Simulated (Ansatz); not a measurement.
The input (input.yaml):

```yaml
crystal:
  periodic: [false, false, false]
  atoms:
    - { symbol: B, position_ang: [0.0, 0.0, 0.0] }
    - { symbol: H, position_ang: [0.0, 0.0, 1.19] }
    - { symbol: C, position_ang: [1.3856, 0.0, -0.8] }
    - { symbol: H, position_ang: [1.7152, -1.0462, -0.9702] }
    - { symbol: H, position_ang: [1.2491, 0.508, -1.7774] }
    - { symbol: H, position_ang: [2.1552, 0.5381, -0.2082] }
    - { symbol: O, position_ang: [-1.2211, 0.0, -0.705] }
    - { symbol: H, position_ang: [-1.7308, -0.8467, -0.4965] }
basis:
  gaussian: { orbitals: cc-pVDZ }
hamiltonian:
  xc: b3lyp
relax:
  f_tol: 0.02
  max_steps: 40
```

Run as:

```bash
$ ansatz run input.yaml --threads 1 --pin off --max-ram 2048MiB --backend cpu --events-out ev --progress --plain --runs-dir out
```

Hardware: 1 thread of Arm Neoverse V2 (shared host).

Question: Roughly how long does this run take, and how much memory?

Answer: 16 s, with a peak of 0.13 GiB, for 9 ionic steps.
